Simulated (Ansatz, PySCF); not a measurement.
Potential energy curve for SMILES C=CCl (C₂H₃Cl). The C2–Cl6 bond (C2 also carries C, H; Cl6 carries nothing else) is stretched with both fragments frozen at the PBE0/def2-TZVP optimised geometry.

Levels: RKS-PBE = restricted PBE/def2-TZVP (Ansatz, an electronic-structure program); UKS-PBE0 = unrestricted PBE0/def2-TZVP (PySCF); NEVPT2 = PySCF 2.14.0 with SC-NEVPT2 on CASSCF(2,2)/def2-TZVP, all electrons correlated.

Energies are in mEh, each relative to the lowest point of its own curve near equilibrium.

| R / Å | RKS-PBE | UKS-PBE0 | NEVPT2 |
|---|---|---|---|
| 1.38 | 103.1 | 100.8 | 107.6 |
| 1.48 | 43.4 | 41.3 | 46.4 |
| 1.56 | 17.5 | 15.8 | 19.2 |
| 1.61 | (withheld) | 6.9 | 9.1 |
| 1.66 | (withheld) | 1.9 | (withheld) |
| 1.72 | 0.0 | 0.0 | 0.0 |
| 1.78 | 0.6 | 1.4 | 0.5 |
| 1.84 | 3.6 | (withheld) | 3.6 |
| 1.88 | 6.6 | (withheld) | 6.8 |
| 1.98 | 16.5 | 20.4 | 17.5 |
| 2.15 | 37.3 | 44.1 | 40.4 |
| 2.30 | 56.7 | 65.9 | 61.8 |
| 2.61 | 93.2 | 107.2 | 101.2 |
| 2.86 | 116.8 | 128.8 | 124.9 |
| 3.09 | 133.8 | 140.1 | 139.5 |
| 3.45 | 153.1 | 149.7 | 151.6 |
| 3.77 | 164.4 | 153.9 | 155.9 |
| 4.18 | 173.7 | 156.4 | 158.1 |
| 4.59 | 179.2 | 157.5 | 158.8 |
| 5.20 | (withheld) | 158.0 | 159.2 |

Question: Complete the blanks.

Answer: 
- 1.61, RKS-PBE: 8.1
- 1.66, RKS-PBE: 2.6
- 1.66, NEVPT2: 3.1
- 1.84, UKS-PBE0: 5.3
- 1.88, UKS-PBE0: 8.9
- 5.20, RKS-PBE: 183.6

The restricted form behind RKS-PBE keeps the bonding electrons paired and can't separate into open-shell fragments. The unrestricted determinant behind UKS-PBE0 is spin-contaminated at 2.61 to 5.20 Å (<S²> up to 1.0, against 0.00 for a pure singlet).
